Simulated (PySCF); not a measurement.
## Bond curve of ClF⁺

Set-up: Cl STO-3G, F STO-3G; no relativity (PySCF 2.14). Energies in eV from Cl⁺ + F in their ground configurations at the same level. State: ²Π (doublet), unpaired electrons π ↑.

All columns are PBE. A positive dipole points towards F; it is taken about the centre of mass and depends on that origin.

| R (Å) | E (eV) | μ (D) | Mulliken charge on Cl (basis-dependent) | HOMO (eV) | LUMO (eV) | Mayer bond order | ⟨S²⟩ |
| --- | --- | --- | --- | --- | --- | --- | --- |
| 1.446 | -3.194 | 0.09 | 0.77 | -16.20 | -16.25 | 1.45 | 0.75 |
| 1.514 | -4.202 | 0.15 | 0.73 | -16.32 | -16.37 | 1.46 | 0.75 |
| 1.581 | -4.807 | 0.19 | 0.70 | -16.41 | -16.46 | 1.47 | 0.75 |
| 1.631 | -5.059 | 0.22 | 0.68 | -16.47 | -16.52 | 1.48 | 0.75 |
| 1.682 | -5.179 | 0.25 | 0.66 | -16.51 | -16.56 | 1.48 | 0.75 |
| 1.732 | -5.194 | 0.27 | 0.65 | -16.54 | -16.59 | 1.48 | 0.75 |
| 1.800 | -5.093 | 0.31 | 0.63 | -16.57 | -16.62 | 1.49 | 0.75 |
| 1.884 | -4.833 | 0.35 | 0.62 | -16.58 | -16.63 | 1.49 | 0.75 |
| 1.985 | -4.411 | 0.41 | 0.60 | -16.57 | -16.61 | 1.49 | 0.75 |
| 2.119 | -3.782 | 0.51 | 0.59 | -16.52 | -16.55 | 1.48 | 0.76 |

A fit through these points gives, at Re = 1.715 Å, μ = 0.26 D and dμ/dR = 0.520 D/Å; the reduced mass is 12.31 u.

How strong is the fundamental in the double-harmonic approximation, I = 42.26·(dμ/dR)²/μred km/mol?

I = 42.26·(0.520)²/12.31 = 0.928 km/mol at PBE.

For an ion De counts to the pair picked by the measured ionisation energies or electron affinities, which need not be the lowest pair at this level. STO-3G is very small, so such numbers show the basis as much as the molecule. The state was picked by a PBE0 search and need not be the measured ground state.

At some distances an empty level lies below a filled one, because the occupation is held.
